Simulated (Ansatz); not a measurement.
**Worked example: SbH3⁺, doublet against SbH₃, triplet**

Geometry (PBE0/def2-TZVP stationary point of a triplet), kept for both states (SbH3, triplet: B1; SbH3⁺, doublet: B1):

```xyz
4

Sb    0.0000   -0.0133    0.0000
H     0.0000   -0.0423   -1.8410
H     0.0000    1.6869    0.0000
H     0.0000   -0.0423    1.8410
```

Basis def2-TZVPP with its core potentials; Ansatz 0.2.0. Correlated methods freeze the noble-gas cores and the filled d shells of p-block atoms. Prefix R: restricted or restricted open-shell reference; prefix U: unrestricted. No spin–orbit coupling is included; scalar relativity enters through the core potentials alone.

Full CI isn't at hand for all of this; UCCSDT(Q) serves as the reference, and is uncertain by about the last step of the cluster series.

Unrestricted rows (U, and Kohn–Sham where it breaks symmetry) aren't spin-pure: their determinants' ⟨S²⟩ exceeds S(S+1) by up to 0.13, so they mix in states of higher spin.

```json
{"level": "UHF", "E(SbH3, triplet) (hartree)": "-240.897336", "E(SbH3⁺, doublet) (hartree)": "-240.600213"}
{"level": "UMP2", "E(SbH3, triplet) (hartree)": "-241.018179", "E(SbH3⁺, doublet) (hartree)": "-240.715116"}
{"level": "UCCSD(T)", "E(SbH3, triplet) (hartree)": "-241.052230", "E(SbH3⁺, doublet) (hartree)": "-240.752636"}
{"level": "PBE", "E(SbH3, triplet) (hartree)": "-241.918313", "E(SbH3⁺, doublet) (hartree)": "-241.615018"}
{"level": "B3LYP", "E(SbH3, triplet) (hartree)": "-242.018073", "E(SbH3⁺, doublet) (hartree)": "-241.707602"}
{"level": "UCCSDT(Q)", "E(SbH3, triplet) (hartree)": "-241.053419", "E(SbH3⁺, doublet) (hartree)": "-240.753935"}
```

Problem. Give the vertical gap, SbH3⁺ doublet less SbH3 triplet, at each level in eV (1 hartree = 27.2114 eV), and each error against UCCSDT(Q).

Solution. UCCSDT(Q): (-240.753935 − (-241.053419)) × 27.2114 = 8.149 eV (the reference)
B3LYP: (-241.707602 − (-242.018073)) × 27.2114 = 8.448 eV, error 0.299 eV
PBE: (-241.615018 − (-241.918313)) × 27.2114 = 8.253 eV, error 0.104 eV
UCCSD(T): (-240.752636 − (-241.052230)) × 27.2114 = 8.152 eV, error 0.003 eV
UMP2: (-240.715116 − (-241.018179)) × 27.2114 = 8.247 eV, error 0.098 eV
UHF: (-240.600213 − (-240.897336)) × 27.2114 = 8.085 eV, error -0.064 eV

Total energies of functionals can't be set beside those of wave-function methods, since they hold the core's correlation and their own absolute errors; only the differences compare.

The reference still carries a basis error, for a change of charge of the order of 0.1 eV, so smaller errors of functionals can't be ranked.

Each level lands on the state that its own search finds. T1 diagnostics of restricted CCSD: 0.030 and 0.026.
